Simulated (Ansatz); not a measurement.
## Which is lower?

Two relaxed structures of CH₅BSi, singlet (PBE0-D4/def2-TZVP; forces vanish, vibrations not checked).

A:

| atom | x (Å) | y (Å) | z (Å) |
| --- | --- | --- | --- |
| B1 | -0.7474 | 1.0945 | -0.9870 |
| Si2 | 0.3819 | 0.3527 | 0.4416 |
| C3 | 0.4552 | -1.3552 | 0.6487 |
| H4 | -1.3515 | 0.3230 | -1.6706 |
| H5 | -0.8541 | 2.2646 | -1.1981 |
| H6 | 1.1857 | 1.1929 | 1.3637 |
| H7 | -0.1155 | -2.0099 | -0.0024 |
| H8 | 1.0458 | -1.8624 | 1.4042 |

B:

```
atom    x (Å)    y (Å)    z (Å)
  B1   0.1362   0.3998   1.0422
 Si2  -0.6345   0.6628  -0.6779
  C3   0.3585  -0.8428   0.2581
  H4  -1.8223  -0.0360  -1.2170
  H5  -0.0479   1.5616  -1.7073
  H6   0.8216   0.9882   1.8123
  H7  -0.4460  -1.4947  -0.0918
  H8   1.3193  -1.3518   0.2050
```

Computed with Ansatz 0.2.0 (basis: def2-TZVPP); correlated methods freeze the cores. B3LYP uses VWN-RPA correlation.

Task: Which structure is lower at CCSD(T), and by how much? (An estimate is asked for; the value comes from the calculation.)

Result: By the calculation: B, by 5.24 kcal/mol (electronic energy, against the other). By their contacts, A is CH₅BSi ([BH2][SiH][CH2]) and B is CH₅BSi ([BH]1[CH2][SiH2]1).

All methods give the same order:

```csv
method,E(B) − E(A) (kcal/mol)
PBE-D4,-8.31
r2SCAN-D4,-8.19
PBE0-D4,-9.68
B3LYP-D4,-4.57
wB97M-V,-9.75
HF,-2.87
MP2,-7.98
CCSD,-5.49
CCSD(T),-5.24
```

The T1 diagnostic stays at or below 0.018. The restricted Hartree–Fock reference is unstable towards an unrestricted one at one or more of these structures.

Labels in which every atom is bracketed show which atoms are joined, not bond orders.

For scale, one of the runs: CCSD(T)/def2-TZVPP, 174 basis functions, launched by `ansatz run in.yaml --threads 2 --pin off --events-out ev --progress --plain --max-ram 4352MiB`. Time: 23 s of wall clock on 2 CPU threads of an Arm Neoverse V1; the host was shared. Peak host memory: 1.4 GiB.
